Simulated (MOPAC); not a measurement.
MOPAC input (PM7):

```
PM7 FORCE THERMO(298,298) PRECISE LET CHARGE=-1 GEO-OK AUX(PRECISION=9) THREADS=1
C3H7

C     0.09204007 1    0.00005559 1    0.52472881 1
C    -0.00334786 1    1.27312858 1   -0.21397925 1
C    -0.00400315 1   -1.27319163 1   -0.21359405 1
H     0.22535412 1    0.00017716 1    1.56339242 1
H     0.09056442 1    2.13158766 1    0.46070856 1
H     0.09010373 1   -2.13148769 1    0.46126337 1
H     0.78562240 1    1.36656564 1   -0.97709878 1
H    -0.96555622 1    1.37277362 1   -0.74115501 1
H    -0.96652035 1   -1.37279317 1   -0.74022813 1
H     0.78452696 1   -1.36696950 1   -0.97711457 1
```

**Question.** Which zero-point energy does it print?

**Answer.** 51.18 kcal/mol, from the harmonic wavenumbers of PM7.
